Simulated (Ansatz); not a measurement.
Consider the interaction energy of a dimer with the counterpoise correction of ClF (Ansatz 0.2.0, Python API).

`dimer_clf.py`:
```python
'''Binding of a ClF dimer at a trial geometry.'''

import ansatz as az

FIRST = [
    ('F', (0.853, 0.0, 0.0)),
    ('Cl', (-0.853, 0.0, 0.0)),
]
SECOND = [
    ('F', (-0.5483, -4.9589, 0.0258)),
    ('Cl', (0.0134, -3.3765, 0.3275)),
]

def energy(atoms, ghosts=()):
    molecule = az.Crystal.molecule()
    for symbol, xyz in atoms:
        molecule = molecule.atom(symbol, xyz)
    calc = (
        molecule.calculation()
        .basis(gaussian='def2-SVPD')
        .functional('PBE0')  # exchange and correlation
        .scf(lower_state_search='light')  # control of the self-consistency loop
    )
    deck = calc.input()
    if ghosts:
        deck = deck.set(az.key.basis.gaussian.ghost_atoms, [{'symbol': s, 'position_ang': list(xyz)} for s, xyz in ghosts])
    return az.Session.from_dict(deck).plan().execute().report['free_energy_ev']


def main() -> None:
    # ghost atoms carry the functions of the partner
    both = energy(FIRST + SECOND)
    alone = energy(FIRST) + energy(SECOND)
    ghosted = energy(FIRST, SECOND) + energy(SECOND, FIRST)
    print(f'dimer {both:.6f} eV')
    print(f'interaction, uncorrected   {96.485332 * (both - alone):8.3f} kJ/mol')
    print(f'interaction, counterpoise  {96.485332 * (both - ghosted):8.3f} kJ/mol')
    print(f'basis-set superposition    {96.485332 * (alone - ghosted):8.3f} kJ/mol')


if __name__ == '__main__':
    main()
```

How large is the interaction at this pose, and how much of it is basis-set superposition?

Uncorrected it is -2.417 kJ/mol, with the counterpoise correction -0.855 kJ/mol; the difference, 1.56 kJ/mol, is the superposition error.

The output:

```console
$ python dimer_clf.py
dimer -30449.170354 eV
interaction, uncorrected     -2.417 kJ/mol
interaction, counterpoise    -0.855 kJ/mol
basis-set superposition       1.562 kJ/mol
```

Notes:
- The settings weren't tested for convergence.
- The dimer is a generated trial pose of unrelaxed monomers, not a minimum, so the figure is no binding energy, and the basis set is small.
- This level lacks the dispersion part of the attraction (electrostatics and induction are there), which can decide the sign where the interaction is weak.
- It ran for 5.9 s on 1 thread of Arm Neoverse V2, with other jobs on the host, peak memory 0.25 GiB.

(Lines on the test bed's own set-up are left out of the output.)
